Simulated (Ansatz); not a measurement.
Born–Oppenheimer molecular dynamics of CH$_{7}$NSi (10 atoms, charge 0, multiplicity 1). It starts from a relaxed structure.

Method: RKS B3LYP-D4/def2-SVP (Ansatz 0.2.0).

```
ensemble        : NVT, Nosé–Hoover chain
time step       : 0.5 fs
steps asked     : 300
set temperature : 400 K
thermostat      : time constant 3 fs, chain length 1
seed            : 729471
```

First frame:

```xyz
10
Properties=species:S:1:pos:R:3
Si 0.024 0.057 0.065
N 0.078 -0.243 1.780
H -0.785 -0.481 2.261
H 0.645 0.359 2.371
C 1.772 -0.005 -0.624
H 2.243 -0.978 -0.412
H 1.768 0.152 -1.715
H 2.401 0.783 -0.178
H -0.584 1.371 -0.338
H -0.834 -1.015 -0.523
```

How far do the bonds stretch over the last three quarters of this one trajectory? (Pairs bonded in most of those frames.)


```json
{"bond": "Si1–N2", "mean (Å)": "1.746", "spread (Å)": "0.025", "shortest": "1.70", "longest": "1.81"}
{"bond": "Si1–C5", "mean (Å)": "1.910", "spread (Å)": "0.108", "shortest": "1.73", "longest": "2.12"}
{"bond": "Si1–H9", "mean (Å)": "1.506", "spread (Å)": "0.018", "shortest": "1.46", "longest": "1.54"}
{"bond": "Si1–H10", "mean (Å)": "1.509", "spread (Å)": "0.070", "shortest": "1.38", "longest": "1.65"}
{"bond": "N2–H3", "mean (Å)": "1.017", "spread (Å)": "0.013", "shortest": "0.99", "longest": "1.04"}
{"bond": "N2–H4", "mean (Å)": "1.018", "spread (Å)": "0.008", "shortest": "1.00", "longest": "1.04"}
{"bond": "C5–H6", "mean (Å)": "1.104", "spread (Å)": "0.013", "shortest": "1.08", "longest": "1.14"}
{"bond": "C5–H7", "mean (Å)": "1.113", "spread (Å)": "0.045", "shortest": "1.03", "longest": "1.19"}
{"bond": "C5–H8", "mean (Å)": "1.108", "spread (Å)": "0.043", "shortest": "1.02", "longest": "1.21"}
```

Mean temperature of the second half: 393 K. The conserved energy stayed within 0.78 meV per atom of its start (net change 0.05 meV per atom), so the integration is sound. A run of 0.15 ps of so small a system gives no equilibrium averages.

Run time: 12 min on 1 thread of Arm Neoverse V2, with other jobs on the host, peak memory 0.15 GiB.
